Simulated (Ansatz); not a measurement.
# CH₆SSi: one species, many methods

An exercise on one series of results from a longer session: the logs are not shown, and one member is left open.

Program: Ansatz 0.2.0, Gaussian basis. Level of theory: functionals in def2-TZVPP, the program's frozen cores in correlated methods. These are calculated values, not measurements.

The runs, in order: LDA (SPW92), PBE-D4, revPBE-D4, BLYP-D4, r2SCAN-D4, B97M-V, PBE0-D4, B3LYP-D4, r2SCANh-D4, r2SCAN0-D4, HSE06-D4, BHLYP-D4, CAM-B3LYP-D4, LC-ωPBE, ωB97X-V, ωB97M-V, B2PLYP, PBE-QIDH; CCSD(T)/def2-SVP; CCSD(T)/def2-TZVPP; MP2/def2-QZVPP; extrapolation to the limit; RPA on PBE.

### Structure used throughout

The geometry comes from an earlier relaxation with PBE0-D4 in a triple-zeta def2 set; it is a stationary point, not always the lowest conformer.

SMILES `CS[SiH3]`, 9 atoms, charge 0, spin multiplicity 1.

Atoms are counted from 1 here; the program's logs count them from 0.

Bond lengths: C1–S2 1.816 Å, C1–H4 1.090 Å, C1–H5 1.090 Å, C1–H6 1.090 Å, S2–Si3 2.124 Å, Si3–H7 1.483 Å, Si3–H8 1.488 Å, Si3–H9 1.488 Å. Angles: S2–C1–H4 111.1°, S2–C1–H5 106.8°, S2–C1–H6 111.1°, H4–C1–H5 108.9°, H4–C1–H6 110.0°, H5–C1–H6 108.9°, C1–S2–Si3 99.1°, S2–Si3–H7 106.4°, S2–Si3–H8 111.1°, S2–Si3–H9 111.1°, H7–Si3–H8 110.1°, H7–Si3–H9 110.1°, H8–Si3–H9 107.9°.

Geometry (Å):

```tsv
atom	x (Å)	y (Å)	z (Å)
C1	-0.6893	1.0183	-0.8881
S2	1.0215	0.4291	-0.7303
Si3	0.7486	-0.9866	0.8297
H4	-1.3593	0.2069	-1.1723
H5	-0.6917	1.7699	-1.6769
H6	-1.0332	1.4783	0.0383
H7	2.0813	-1.5818	1.0927
H8	-0.2160	-2.0464	0.4288
H9	0.2269	-0.3339	2.0610
```

The first run:

File in.yaml:

```yaml
crystal:
  periodic: [false, false, false]
  atoms:
    - {symbol: C, position_ang: [-0.689302, 1.018261, -0.888089]}
    - {symbol: S, position_ang: [1.021467, 0.429146, -0.730313]}
    - {symbol: Si, position_ang: [0.748583, -0.986597, 0.829700]}
    - {symbol: H, position_ang: [-1.359333, 0.206856, -1.172293]}
    - {symbol: H, position_ang: [-0.691676, 1.769919, -1.676857]}
    - {symbol: H, position_ang: [-1.033246, 1.478296, 0.038273]}
    - {symbol: H, position_ang: [2.081281, -1.581821, 1.092742]}
    - {symbol: H, position_ang: [-0.216046, -2.046390, 0.428823]}
    - {symbol: H, position_ang: [0.226870, -0.333868, 2.061015]}
basis:
  gaussian: {orbitals: def2-TZVPP}
hamiltonian: {xc: lda}
output: {orbitals: {seedname: orbitals}}
```

Launch:

```
$ ansatz run in.yaml --threads 4 --pin off --events-out ev --progress --plain --max-ram 10444MiB
```

Among the steps run: LDA; PBE-D4 (GGA); revPBE-D4 (GGA); BLYP-D4 (GGA); r2SCAN-D4 (meta-GGA); B97M-V (meta-GGA); B3LYP-D4 (hybrid); r2SCANh-D4 (hybrid); r2SCAN0-D4 (hybrid); HSE06-D4 (hybrid); BHLYP-D4 (hybrid); CAM-B3LYP-D4 (range-separated); LC-ωPBE (range-separated); ωB97X-V (range-separated); ωB97M-V (range-separated); B2PLYP (double hybrid); PBE-QIDH (double hybrid).

One table of the session follows, with a row left open; its other results are not shown here.

It belongs to the step «Frontier levels by functional». 

```
  functional  HOMO (eV)  gap (eV)
 LDA (SPW92)      -5.82      4.90
      PBE-D4      -5.75      5.04
   revPBE-D4      -5.71      5.09
     BLYP-D4      -5.59      5.01
   r2SCAN-D4      -6.00      5.65
      B97M-V      -6.15      5.59
     PBE0-D4      -6.95      7.11
    B3LYP-D4      -6.71      6.66
  r2SCANh-D4      -6.44      6.40
  r2SCAN0-D4      -7.11      7.51
    HSE06-D4      -6.55      6.34
    BHLYP-D4      -8.02      9.05
CAM-B3LYP-D4      -8.26      9.41
     LC-ωPBE      -9.65     11.97
     ωB97X-V          ?         ?
     ωB97M-V      -9.14     11.01
```

**Question.** Estimate the row for ωB97X-V.

The run gave: HOMO (eV): -9.30; gap (eV): 11.48. In the column «HOMO (eV)» it lies between LC-ωPBE (-9.65) and ωB97M-V (-9.14).
